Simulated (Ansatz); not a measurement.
**BSi2+ (triplet): from Hartree-Fock to the top rungs, def2-QZVPP**

One table from this session's results is given with a row withheld; the runs are named, their logs left out.

Program: Ansatz 0.2.0, Gaussian basis. Level of theory: def2-QZVPP, core rule «outside noble gas», up to 11 orbitals frozen. These are calculated values, not measurements.

To be run: UHF; ROHF; CCSD(T) on UHF.

7 further runs of the same task are left out: 1 that didn't finish, 6 set aside as unsound or not needed.

### The system

The geometry is a PBE0/def2-TZVP stationary point (not a proven minimum) of the parent state, kept for this charge and spin.

3 atoms, charge 1, spin multiplicity 3.

Atoms are counted from 1 here; the program's logs count them from 0.

Bond lengths: Si1–B2 1.872 Å, B2–Si3 1.872 Å. Angles: Si1–B2–Si3 180.0°.

As a file:

```xyz
3
charge 1, multiplicity 3
Si    0.00000    0.00000    1.87220
B     0.00000    0.00000    0.00000
Si    0.00000    0.00000   -1.87220
```

The first run:

Contents of in.yaml:

```yaml
crystal:
  periodic: [false, false, false]
  atoms:
    - {symbol: Si, position_ang: [0.000000, 0.000000, 1.872200]}
    - {symbol: B, position_ang: [0.000000, 0.000000, 0.000000]}
    - {symbol: Si, position_ang: [0.000000, 0.000000, -1.872200]}
basis:
  gaussian: {orbitals: "def2-QZVPP.json"}
total_charge: 1
magnetization: {spin_polarized: true, initial_magnetization: 2}
hamiltonian: {xc: hf}
output: {orbitals: {seedname: orbitals}}
```

The run is started by

```bash
$ ansatz run in.yaml --threads 1 --pin off --events-out ev --progress --plain --max-ram 2393MiB
```

Steps of the session up to this table: UHF; ROHF; CCSD(T) on UHF.

One of the session's tables, all rows but one given; the rest of the session is left out.

```
  method  from UCCSD(T) (meV)
    ROHF                    ?
     UHF              +7446.7
    UMP2              +1442.6
   UCCSD               +382.4
UCCSD(T)                    0
```

Estimate the missing values for ROHF.

As computed: from UCCSD(T) (meV): +7557.8. In the column «from UCCSD(T) (meV)» it is the highest.

Caveats from the session: Warnings: spin contamination; coupled cluster took another determinant than the lowest.
